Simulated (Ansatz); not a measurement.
Process, species as SMILES: F[C]F (closed-shell singlet) + 3 [H][H] (H2) → C (CH4) + 2 F (HF)
B3LYP-D3(BJ)/def2-TZVP geometries, fixed; electronic energies without zero-point terms.
Largest species:
```xyz
5

C      0.0000     0.0000     0.0000
H      0.6205     0.6269     0.6390
H     -0.6429    -0.6249     0.6185
H      0.6369    -0.6328    -0.6166
H     -0.6146     0.6308    -0.6409
```
Charge 0, spin multiplicity 1.

Basis-set convergence of the energy of full hydrogenation at MP2 with Ansatz (an electronic-structure program). All functions are spherical. Cores are frozen. A restricted Hartree-Fock determinant is unstable towards unrestricted orbitals. No added dispersion term, no relativity. Functions are those of the species that has most. Reference: Hartree-Fock in aug-cc-pVQZ plus the correlation part extrapolated as X^-3 from aug-cc-pVTZ and aug-cc-pVQZ, -122.69 kcal/mol, itself unsure by roughly 0.22 kcal/mol (a third of the extrapolation step and of the last Hartree-Fock step).

```json
[
 {"basis": "3-21G", "functions": "27", "energy of full hydrogenation (kcal/mol)": "[?]"},
 {"basis": "pcseg-0", "functions": "27", "energy of full hydrogenation (kcal/mol)": "-94.26"},
 {"basis": "def2-SV(P)", "functions": "42", "energy of full hydrogenation (kcal/mol)": "[?]"},
 {"basis": "def2-SVP", "functions": "42", "energy of full hydrogenation (kcal/mol)": "-114.81"},
 {"basis": "pcseg-1", "functions": "42", "energy of full hydrogenation (kcal/mol)": "[?]"},
 {"basis": "6-311G**", "functions": "54", "energy of full hydrogenation (kcal/mol)": "-115.43"},
 {"basis": "6-311+G**", "functions": "66", "energy of full hydrogenation (kcal/mol)": "-123.26"},
 {"basis": "aug-pcseg-1", "functions": "69", "energy of full hydrogenation (kcal/mol)": "[?]"},
 {"basis": "aug-cc-pVQZ", "functions": "264", "energy of full hydrogenation (kcal/mol)": "-122.23"}
]
```

Q: Complete the blanks.

A: 
- 3-21G, energy of full hydrogenation (kcal/mol): -81.58
- def2-SV(P), energy of full hydrogenation (kcal/mol): -90.08
- pcseg-1, energy of full hydrogenation (kcal/mol): -115.91
- aug-pcseg-1, energy of full hydrogenation (kcal/mol): -121.97
